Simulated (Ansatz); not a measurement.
# NH2 (SMILES [NH2]) at 6 levels

Wanted: a comparison of 6 runs (UPBE/3-21G, UPBE0/3-21G, U-revPBE/6-31G*, UPBE/6-31G*, RPA@PBE/6-31G*, UCCSDT(Q)/6-31G*) of NH2. 

The calculation is run with Ansatz 0.2.0.

48 further runs of the same task are left out: 48 set aside as unsound or not needed.

## (1) The structure to begin with

The species is NH2 (3 atoms), meant as a doublet with charge 0. As SMILES, `[NH2]`. The H2–N1 distance was set to 2.028 Å, away from the relaxed value. At this shape a bond of the SMILES string is far longer than usual.

Bond lengths: N1–H3 1.014 Å.

## (2) The energy at UPBE/3-21G (run 1)

in.yaml reads:

```yaml
crystal:
  periodic: [false, false, false]
  atoms:
    - symbol: N
      position_ang: [0.458784, -1.184706, 0.128089]
    - symbol: H
      position_ang: [0.155580, 0.820260, 0.174790]
    - symbol: H
      position_ang: [-0.311156, -1.640536, -0.349571]
basis:
  gaussian:
    orbitals: 3-21G.json
magnetization:
  spin_polarized: true
  initial_magnetization: 1
hamiltonian:
  xc: {name: PBE}
accuracy: high
```

The basis set 3-21G is read from a file made from the Basis Set Exchange's data (not shown).

Command:

```sh
$ ansatz run in.yaml --threads 1 --pin off --max-ram 2610MiB --events-out events.jsonl --progress --plain --runs-dir runs
```

The log of the run:

```text
Warning: RAYON_NUM_THREADS=1 ignored (pool sized by the plan → 1); use --threads N
Functional definition: PBE
  name "PBE"
  parameter kappa = 0.804
  parameter beta = 0.06672455060314922
  exchange = pbe_x(kappa = kappa, mu = beta*pi^2/3)
  correlation = pbe_c(beta = beta)
246 factors; integrals over basis functions are off by at most 8.4e-9 eV
mean field evaluation 1: about -1501.6230 eV, gradient 2.7e1 eV
mean field evaluation 2: about -1486.2350 eV, gradient 4.7e1 eV
mean field evaluation 4: about -1504.1734 eV, gradient 1.4e1 eV
mean field evaluation 8: about -1506.3359 eV, gradient 1.9e-1 eV
mean field evaluation 16: about -1506.3305 eV, gradient 4.5e-4 eV
mean field evaluation 32: about -1506.3304 eV, gradient 6.5e-2 eV
mean field -1506.33049476 eV, -55.3566246549 hartree, gradient 1.8e-8 eV, S^2 1.259240; 1 other end points of the search recorded, 0 dependent functions left out
reference -1506.33049605 eV, -55.3566247022 hartree; 5, 4 occupied and 8, 9 virtual orbitals, 246 factors
Total energy: -1506.33049605 eV, -55.3566247022 hartree
```

Run time: 0.95 s. Hardware: 1 thread of Arm Neoverse V1, shared host.

## (3) A single-point energy at UPBE0/3-21G (run 2)

in.yaml reads:

```yaml
basis:
  gaussian:
    orbitals: 3-21G.json
crystal:
  periodic: [false, false, false]
  atoms:
    - {symbol: N, position_ang: [0.458784, -1.184706, 0.128089]}
    - {symbol: H, position_ang: [0.155580, 0.820260, 0.174790]}
    - {symbol: H, position_ang: [-0.311156, -1.640536, -0.349571]}
magnetization:
  spin_polarized: true
  initial_magnetization: 1
hamiltonian:
  xc: pbe0
accuracy: high
```

The basis set 3-21G is read from a file made from the Basis Set Exchange's data (not shown).

Command:

```sh
$ ansatz run in.yaml --threads 1 --pin off --max-ram 2610MiB --events-out events.jsonl --progress --plain --runs-dir runs
```

The log of the run:

```text
Warning: RAYON_NUM_THREADS=1 ignored (pool sized by the plan → 1); use --threads N
Functional definition: PBE0
  name "PBE0"
  parameter a = 0.25
  parameter kappa = 0.804
  parameter beta = 0.06672455060314922
  exchange = (1 - a)*pbe_x(kappa = kappa, mu = beta*pi^2/3) + a*exact_x
  correlation = pbe_c(beta = beta)
246 factors; integrals over basis functions are off by at most 8.4e-9 eV
mean field evaluation 1: about -1502.8616 eV, gradient 2.1e1 eV
mean field evaluation 2: about -1494.4589 eV, gradient 3.7e1 eV
mean field evaluation 4: about -1505.9486 eV, gradient 2.5e0 eV
mean field evaluation 8: about -1505.8018 eV, gradient 1.2e-1 eV
mean field evaluation 16: about -1506.5080 eV, gradient 1.1e-7 eV
mean field evaluation 32: about -1506.5080 eV, gradient 6.5e-5 eV
mean field -1506.50804001 eV, -55.3631493227 hartree, gradient 4.4e-8 eV, S^2 1.447612; 3 other end points of the search recorded, 0 dependent functions left out
reference -1506.50804098 eV, -55.3631493582 hartree; 5, 4 occupied and 8, 9 virtual orbitals, 246 factors
Total energy: -1506.50804098 eV, -55.3631493582 hartree
```

Wall time 1.3 s (1 thread of Arm Neoverse V1, shared host).

Runs 3 to 5 aren't shown in full; the table further down has their settings and results.

## (4) A single-point energy at UCCSDT(Q)/6-31G(d) (spherical functions) (run 6)

input.yaml reads:

```yaml
crystal:
  periodic: [false, false, false]
  atoms:
    - {symbol: "N", position_ang: [0.458784, -1.184706, 0.128089]}
    - {symbol: H, position_ang: [0.155580, 0.820260, 0.174790]}
    - {symbol: H, position_ang: [-0.311156, -1.640536, -0.349571]}
basis:
  gaussian: {orbitals: 6-31G_st_-spherical.json}
magnetization: {spin_polarized: true, initial_magnetization: 1}
correlation: {method: ccsdt_q, frozen_orbitals: {H: 0, "N": 1}}
accuracy: high
scf: {omitted_lower_state_checks: [cluster_reference, increment]}
```

The basis set 6-31G* is read from a file made from the Basis Set Exchange's data (not shown).

Command:

```sh
$ ansatz run input.yaml --threads 1 --pin off --max-ram 2610MiB --events-out events.jsonl --progress --plain --runs-dir runs
```

The log of the run:

```text
Warning: RAYON_NUM_THREADS=1 ignored (pool sized by the plan → 1); use --threads N
[... 15 lines left out ...]
1 core orbitals not correlated: weight in the atoms' cores, before any rotation towards them, 1.000 or more for the frozen orbitals, at most 0.000 for the correlated occupied ones
[... 48 lines left out ...]
Total energy: -1512.69582199 eV, -55.5905461160 hartree
Checks for a lower state left out: cluster_reference, increment
```

It took 2.3 s on 1 thread of Arm Neoverse V1, shared host.

## (5) The series

```
run                                   level  frozen core orbitals  energy (Eh)   ⟨S²⟩  wall time
  1                              UPBE/3-21G                     –   -55.356625  1.259     0.95 s
  2                             UPBE0/3-21G                     –   -55.363149  1.448      1.3 s
  3   U-revPBE/6-31G* (spherical functions)                     –   -55.722364  1.277      1.1 s
  4       UPBE/6-31G* (spherical functions)                     –   -55.662499  1.266      1.1 s
  5    RPA@PBE/6-31G* (spherical functions)                     1   -55.653396  1.266      1.6 s
  6  UCCSDT(Q)/6-31G* (spherical functions)                     1   -55.590546  1.651      2.3 s
```

## (6) What came out

```
                                         quantity         value
                              run 6: total energy  -55.59055 Eh
run 6: correlation energy (1 core orbital frozen)    -133.0 mEh
         run 6: ⟨S²⟩ of the reference determinant         1.651
                             run 6: T1 diagnostic         0.078
```

**Reading.** Totals of different functionals can't be ranked against each other. Spin contamination of the reference: run 6 ⟨S²⟩ = 1.65, run 2 ⟨S²⟩ = 1.45, run 3 ⟨S²⟩ = 1.28, run 5 ⟨S²⟩ = 1.27, run 4 ⟨S²⟩ = 1.27, run 1 ⟨S²⟩ = 1.26. Where it is this large, the reference is a mixture of spin states, and values that rest on it are in doubt. All runs together took 8.2 s, the longest 2.3 s.
